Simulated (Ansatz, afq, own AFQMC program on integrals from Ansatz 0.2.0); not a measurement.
Where AFQMC and coupled cluster stand for BSiH$_{2}$, doublet

```yaml
atoms:
  - { symbol: Si, position_ang: [-0.0761, 0.0000, 0.4424] }
  - { symbol: B, position_ang: [0.0792, 0.0000, -1.2994] }
  - { symbol: H, position_ang: [0.6352, -1.0801, 0.8052] }
  - { symbol: H, position_ang: [0.6352, 1.0801, 0.8052] }
```

Connectivity, by distances: SiH2–B.

Basis cc-pVDZ. Noble-gas cores (and the filled d shells of Ga–Kr and In–Xe) are frozen. Ansatz 0.2.0 and our own AFQMC program on the same integrals; the CISD trial comes from CCSD amplitudes, and released means the phaseless constraint is let go. Error bars are statistical, one sigma.

Determinant: ROHF, the one that the program's search chose, which needn't be the lowest solution. The geometry is a point of a scan.

No full CI on the walks' own integrals is used here; CCSDT(Q) serves as the reference and is uncertain by about the last step of the cluster series.

Cautions: higher spins were not checked; a spin-contaminated unrestricted determinant lies lower (UHF 407 meV lower, ⟨S²⟩ 1.32).

The T1 diagnostic is 0.0358 and the weight of the determinant in the CISD state is 0.845. The size of the correlated space is 9 electrons in 36 orbitals.

| level | correlation energy (eV) |
| --- | --- |
| MP2 | -4.2591 |
| CCSD | -5.2663 |
| CCSD(T) | -5.4993 |

(1) Estimate where phaseless AFQMC with a CISD trial lies against CCSD(T) on the same integrals.

(1) 0.51 ± 0.49 mEh below CCSD(T). The gap is under twice the noise, so this walk alone can't tell the two apart.

Reference: CCSDT(Q), correlation energy -5.558 eV. The released energy is read at 2.40 1/Eh (meV from the phaseless value at times in 1/Eh: -10 ± 14 at 0.24, -17 ± 12 at 0.51, -13 ± 13 at 0.99, -36 ± 13 at 1.62, -32 ± 17 at 2.40).

```tsv
level	E − E(reference) (mEh)	share of correlation (%)
CCSD(T)	2.17	98.94
CCSDT	0.53	99.74
ph-AFQMC/CISD	1.66 ± 0.49	99.19
released AFQMC	0.50 ± 0.62	99.76
```

A walk keeps the symmetry of its determinant, which the program's search chose and which needn't be the lowest solution, so a lower state of the same spin and another symmetry isn't excluded. Released energies are given only where the last usable release times agree within the noise; a slower fall can still hide under it.
